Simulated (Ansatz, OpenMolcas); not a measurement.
# Ansatz → OpenMolcas

Ansatz 0.2.0 runs this on doublet [PNH4]+:

run.yaml:
```yaml
crystal:
  periodic: [false, false, false]
  atoms:
    - {symbol: "N", position_ang: [0.614450, -0.712610, 0.868100]}
    - {symbol: P, position_ang: [-0.156770, 0.225050, -0.081540]}
    - {symbol: H, position_ang: [1.035260, -1.519270, 0.433750]}
    - {symbol: H, position_ang: [-1.299680, -0.179570, -0.781270]}
    - {symbol: H, position_ang: [0.465280, 0.930830, -1.118320]}
    - {symbol: H, position_ang: [-0.658550, 1.255570, 0.679280]}
basis:
  gaussian:
    orbitals: STO-3G
total_charge: 1
magnetization:
  spin_polarized: true
  initial_magnetization: 1
hamiltonian:
  xc: pbe
accuracy: high
```

```bash
$ ansatz run run.yaml --threads 1 --pin off --max-ram 2610MiB --events-out events.jsonl --progress --plain --runs-dir runs
```

The coordinates come from a GFN2-xTB relaxation. That shape belongs to the parent species and isn't relaxed for this state.

It gives a total energy of -393.304751 Eh.

Task: Translate the job to OpenMolcas 26.06 as an input file of the program's own.

Result: One way, which was run:

job.inp:
```
&gateway
baslib
$CurrDir
basisset
N.STO-3G....
N1 0.614450 -0.712610 0.868100 angstrom
End of Basis
basisset
P.STO-3G....
P2 -0.156770 0.225050 -0.081540 angstrom
End of Basis
basisset
H.STO-3G....
H3 1.035260 -1.519270 0.433750 angstrom
H4 -1.299680 -0.179570 -0.781270 angstrom
H5 0.465280 0.930830 -1.118320 angstrom
H6 -0.658550 1.255570 0.679280 angstrom
End of Basis
&seward
gridinput
Grid=UltraFine
End of Grid
&scf
uhf
charge
1
spin
2
ksdft
PBE
thresholds
1e-10 1e-07 1e-07 1e-05
prorbitals
1 1
```

```bash
$ export MOLCAS_MEM=1860
$ pymolcas job.inp > job.log
```

(Basis files named in the input come from the Basis Set Exchange and aren't shown.)

Its energy is -393.304749 Eh, 0.002 mEh from the first.
